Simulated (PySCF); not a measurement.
Some computed properties have been withheld. Give your best values.

Compound: C3H5N3.
Cartesian coordinates in Å at the PBE0-D3(BJ)/def2-SVP level; atoms count from 1:
```
atom  x, y, z in Å
C1    -1.491   -0.004    0.729
N2    -0.218   -0.192    0.083
C3     0.741    0.721   -0.195
C4     1.711   -0.011   -0.845
N5     1.291   -1.297   -0.922
N6     0.133   -1.397   -0.365
H7    -1.364    0.533    1.679
H8    -2.183    0.556    0.082
H9    -1.905   -1.000    0.924
H10    0.659    1.768    0.084
H11    2.668    0.310   -1.250
```

```json
{"property": "rotational constants A, B, C", "level": "PBE0-D3(BJ)/def2-SVP", "value": "?"}
{"property": "dipole moment", "level": "B3LYP/def2-SVPD", "value": "?"}
{"property": "HOMO energy", "level": "B3LYP/def2-SVPD", "value": "?"}
{"property": "LUMO energy", "level": "B3LYP/def2-SVPD", "value": "?"}
{"property": "lowest singlet excitation", "level": "TDDFT B3LYP/def2-SVPD", "value": "5.59 eV (222 nm, f = 0.004)"}
{"property": "static isotropic polarisability", "level": "B3LYP/def2-SVPD", "value": "?"}
{"property": "electronic spatial extent ⟨r²⟩ about the centre of nuclear charge", "level": "B3LYP/def2-SVPD", "value": "465 bohr²"}
```

Electronic properties: PySCF, gas phase, density fitting.

(1) The static isotropic polarisability?

(2) The rotational constants A, B, C?

(3) The HOMO energy?

(4) Give the dipole moment.

(5) The LUMO energy?

Answers

(1) 55.4 au.

(2) 9.542, 3.801, 2.767 GHz.

(3) -7.35 eV.

(4) 4.65 D.

(5) -0.42 eV.

The dipole matches unit charges of opposite sign 0.97 Å apart (1 e·Å = 4.8032 D). The 6 singlets span 5.59 to 7.11 eV, and their oscillator strengths add up to 0.16. The principal polarisabilities are 38.3, 57.9 and 70.0 au; their mean is the isotropic value. The largest Löwdin shares of the LUMO are 0.26 on N6, 0.21 on N2, 0.19 on C3 and 0.13 on N5. No computed singlet falls in the visible range (750 to 380 nm, 1.65 to 3.26 eV); S1 lies 2.33 eV above its blue end. With B = h/(8π²I), that is 505.379 GHz u Å² over I, the principal moments of inertia are 53.0, 132.9 and 182.7 u Å² (most abundant isotopes); the inertial defect Ic − Ia − Ib is -3.2 u Å² (zero for a rigid planar frame, negative otherwise).
